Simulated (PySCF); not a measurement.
nitric oxide (NO), SMILES [N]=O, multiplicity 2. Geometry optimised at PBE-D3(BJ)/def2-TZVPD.

Calculation: PBE-D3(BJ)/def2-TZVPD run with PySCF.

Harmonic wavenumbers (cm⁻¹): 1890. Rotational constants (GHz): 50.50 (linear); symmetry number 1.

### Question
Work out the zero-point energy and the ideal-gas rigid-rotor harmonic-oscillator thermochemistry at 298.15 K and 1 atm.

### Answer
ZPE = ½ Σ hcν = ½ × 1890 cm⁻¹ = 11.30 kJ/mol. H − E(el) = 19.98 kJ/mol. Entropy in J/(mol K): translation 151.17, rotation 48.33, vibration 0.01, spin 5.76, total 205.27. G − E(el) = -41.22 kJ/mol. Cp = 29.18 J/(mol K).
